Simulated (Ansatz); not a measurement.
Saddle point of SiH₂F₂, closed shell (SiF₂ + H₂ → SiH₂F₂ ([F][SiH2][F]); bonds formed: Si1–H4, Si1–H5; bonds broken: H4–H5), PBE0-D4/def2-TZVP structure:

| atom | x (Å) | y (Å) | z (Å) |
| --- | --- | --- | --- |
| Si1 | 0.1659 | 0.1224 | -0.4800 |
| F2 | 0.7437 | 1.4439 | 0.1896 |
| F3 | 1.2377 | -1.0341 | -0.2732 |
| H4 | -1.2710 | -0.1973 | -0.2983 |
| H5 | -0.8762 | -0.3350 | 0.8618 |

Energies are electronic, without zero-point energy. Barriers and step energies count from the start structure reached by relaxing down the imaginary mode; all methods use the PBE0-D4 structures, on which another method's saddle can fall below an end. Computed with Ansatz 0.2.0 (basis: def2-TZVPP, with def2-QZVPP for the basis limit); correlated methods freeze the cores. B3LYP uses VWN-RPA correlation. Extrapolation: Hartree–Fock as exp(−7.88 √X), correlation as X^−2.97.

```json
{"method": "SPW92", "barrier (kcal/mol)": "36.32", "step energy (kcal/mol)": "-38.57"}
{"method": "PBE-D4", "barrier (kcal/mol)": "43.72", "step energy (kcal/mol)": "-33.92"}
{"method": "BLYP-D4", "barrier (kcal/mol)": "48.90", "step energy (kcal/mol)": "-30.88"}
{"method": "r2SCAN-D4", "barrier (kcal/mol)": "43.08", "step energy (kcal/mol)": "-40.41"}
{"method": "B97M-V", "barrier (kcal/mol)": "43.78", "step energy (kcal/mol)": "-37.57"}
{"method": "PBE0-D4", "barrier (kcal/mol)": "45.80", "step energy (kcal/mol)": "-39.01"}
{"method": "B3LYP-D4", "barrier (kcal/mol)": "49.98", "step energy (kcal/mol)": "-35.54"}
{"method": "r2SCAN0-D4", "barrier (kcal/mol)": "45.78", "step energy (kcal/mol)": "-42.71"}
{"method": "BHLYP-D4", "barrier (kcal/mol)": "52.97", "step energy (kcal/mol)": "-40.97"}
{"method": "CAM-B3LYP-D4", "barrier (kcal/mol)": "?", "step energy (kcal/mol)": "-37.97"}
{"method": "wB97X-V", "barrier (kcal/mol)": "51.71", "step energy (kcal/mol)": "-39.49"}
{"method": "wB97M-V", "barrier (kcal/mol)": "?", "step energy (kcal/mol)": "-34.68"}
{"method": "B2PLYP", "barrier (kcal/mol)": "51.75", "step energy (kcal/mol)": "-37.47"}
{"method": "PBE-QIDH", "barrier (kcal/mol)": "49.30", "step energy (kcal/mol)": "-42.52"}
{"method": "RPA on PBE", "barrier (kcal/mol)": "51.09", "step energy (kcal/mol)": "-35.36"}
{"method": "HF", "barrier (kcal/mol)": "62.02", "step energy (kcal/mol)": "-44.39"}
{"method": "MP2", "barrier (kcal/mol)": "?", "step energy (kcal/mol)": "-40.27"}
{"method": "CCSD", "barrier (kcal/mol)": "52.10", "step energy (kcal/mol)": "-38.99"}
{"method": "CCSD(T)", "barrier (kcal/mol)": "50.57", "step energy (kcal/mol)": "-37.96"}
```

Q: Fill in the withheld barriers. (Judge from chemistry; the value comes from the calculation.)

A: Computed: CAM-B3LYP-D4 51.54; wB97M-V 53.54; MP2 53.27 kcal/mol. Each is the energy of the saddle less that of the start structure, by the same method.

For comparison, the barrier by CCSD(T) at an estimated basis limit (MP2 extrapolated from triple and quadruple zeta, plus CCSD(T) − MP2 in triple zeta) is 49.74 kcal/mol.

No T1 diagnostic of these runs exceeds 0.016. The restricted Hartree–Fock reference is unstable towards an unrestricted one at one or more of these structures. A large double-excitation amplitude points to some diradical character; no triplet was computed. The start structure is not quite a true minimum (one mode of 61i cm⁻¹).

Losses and insertions of silylenes and their heavier kin drive the gas-phase chemistry of silicon and germanium vapour deposition.

Labels in which every atom is bracketed show which atoms are joined, not bond orders.

For scale, one of the runs: CCSD(T)/def2-TZVPP, 132 basis functions, launched by `ansatz run in.yaml --threads 2 --pin off --events-out ev --progress --plain --max-ram 4352MiB`. Time: 7.5 s of wall clock on 2 CPU threads of an Intel Xeon Platinum 8375C; the host was shared. Peak host memory: 0.7 GiB.
